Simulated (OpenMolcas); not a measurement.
**H3Si (silyl radical) at ROHF/ANO-RCC-MB (DKH2)**

Wanted: a single-point energy of H3Si (silyl radical). 

The calculation is run with OpenMolcas 26.06.

### 1 The system as given

The species is H3Si (4 atoms), typed as a doublet with charge 0. SMILES: `[SiH3]`. Geometry: a GFN2-xTB relaxation, a rough one for these elements and not checked as a minimum.

Bond lengths: Si1–H2 1.449 Å, Si1–H3 1.449 Å, Si1–H4 1.448 Å. Angles: H2–Si1–H3 115.4°, H2–Si1–H4 115.4°, H3–Si1–H4 115.3°.

### 2 The energy at ROHF/ANO-RCC-MB (DKH2)

File struct.xyz:

```xyz
4

Si     0.206560    -0.018900    -0.115090
H      0.587110     0.661780     1.105640
H     -0.194960    -1.401590     0.043390
H     -0.598710     0.758710    -1.033940
```

File step1.inp:

```
* H3Si Hartree-Fock

&GATEWAY
 Coord=struct.xyz
 Basis=ANO-RCC-MB
 Group=NoSym

&SEWARD

&SCF
 UHF
 Spin=2
 PrOrbitals=0

&RASSCF
 FileOrb=$Project.UnaOrb
 Spin=2
 Nactel=1 0 0
 Inactive=8
 Ras2=1
 OutOrbitals=Canonical
 OrbListing=Nothing
```

Run with:

```bash
$ export MOLCAS_MEM=1860
$ pymolcas step1.inp > step1.log
```

Q: Predict the results. Wanted: total energy; dipole moment.

Computed results:

At ROHF/ANO-RCC-MB (DKH2):

| quantity | value |
| --- | --- |
| total energy | -291.15477 Eh |
| dipole moment | 0.16 D |

In words: Mulliken charges run from -0.05 on H4 to +0.15 on Si1; they depend strongly on the basis.
